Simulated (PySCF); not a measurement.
N₂O, SMILES N#[N+][O-]. Geometry: PBE-D3(BJ)/def2-TZVP.

Level of theory: PySCF with PBE-D3(BJ)/def2-TZVP.

Harmonic wavenumbers (cm⁻¹): 598, 598, 1304, 2284. Rotational constants (GHz): 12.47 (linear); symmetry number 1.

Task: Work out the zero-point energy and the ideal-gas rigid-rotor harmonic-oscillator thermochemistry at 298.15 K and 1 atm.

Result: ZPE = ½ Σ hcν = ½ × 4784 cm⁻¹ = 6.84 kcal/mol. H − E(el) = 9.12 kcal/mol. Entropy in cal/(mol K): translation 37.27, rotation 14.33, vibration 0.93, total 52.53. G − E(el) = -6.54 kcal/mol. Cp = 9.18 cal/(mol K).
